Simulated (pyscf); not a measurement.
## Routes from Cl–AlH–Cl (SMILES [Cl][AlH][Cl]) + H₂C=CH₂ (SMILES C=C)

Candidate steps break at most two bonds and form at most two. Each was searched with GFN2-xTB (tblite) first. Structures and frequencies: ωB97X-D3(BJ)/def2-SVP in PySCF. Energies: ωB97M-D3(BJ)/def2-TZVP, kcal/mol, from the separated reactants, singlet surface; ΔG‡ with ideal gas, 1 atm, RRHO with modes under 100 cm⁻¹ raised to 100, one conformer, R ln 2 for chiral ones without a mode under 150 cm⁻¹.

```
products                                                       type   ΔE‡     ΔE  ΔG‡ 298 K  ΔG‡ 900 K  ν‡ (cm⁻¹)
-----------------  ------------------------------------------------  ----  -----  ---------  ---------  ---------
H₃C–CH₂–Al(Cl)–Cl  addition across a multiple bond or ene-type step   5.8  -34.6       17.9       40.4       728i
Cl–CH₂–CH₂–AlH–Cl  addition across a multiple bond or ene-type step  14.2  +12.5       26.6       49.7       313i
```

Row 1: On the reactant side the descent ends in a bound adduct, 15.0 kcal/mol under the separated species and 17.5 kcal/mol under the saddle at ωB97X-D3(BJ)/def2-TZVP. On the product side the descent ends in a point that may be a rotor saddle (no frequency run), 3.4 kcal/mol over the lowest minimum found and 36.7 kcal/mol under the saddle at ωB97X-D3(BJ)/def2-TZVP. Row 2: On the reactant side the descent ends in a bound adduct, 15.0 kcal/mol under the separated species and 25.6 kcal/mol under the saddle at ωB97X-D3(BJ)/def2-TZVP. 

Plain bond fissions and candidates not yet searched are not listed, and one of them may be faster. Each barrier is that of the saddle found; lower ones may exist.
